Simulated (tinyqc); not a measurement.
Geometry optimisation on the unrestricted B3LYP (VWN-RPA form)/sto-3g surface (energies and gradients from PySCF), for H2O, spin multiplicity 3, step by step. One step of it, computed by the program tinyqc.

Problem. Step 1: move. Quasi-Newton step p = -H^(-1) g (first H = 1 times the unit matrix); steps longer than 0.1 bohr are cut back (factor 0.113 here).

positions at the start (bohr):
```
           x          y         z
1O  0.071810  -0.005669  0.037795
2H  0.001890   1.266117  1.046908
3H  0.041574  -1.358713  1.101710
```

gradient (hartree/bohr):
```
              x            y            z
1O  -0.02634290  -0.02536977   0.54660620
2H   0.01926469  -0.39526987  -0.26323201
3H   0.00708162   0.42063727  -0.28337982
```

Give: positions after step 1.

Solution.

positions after step 1 (bohr):
```
        x       y       z
1O  0.075  -0.003  -0.024
2H  0.000   1.311   1.077
3H  0.041  -1.406   1.134
```
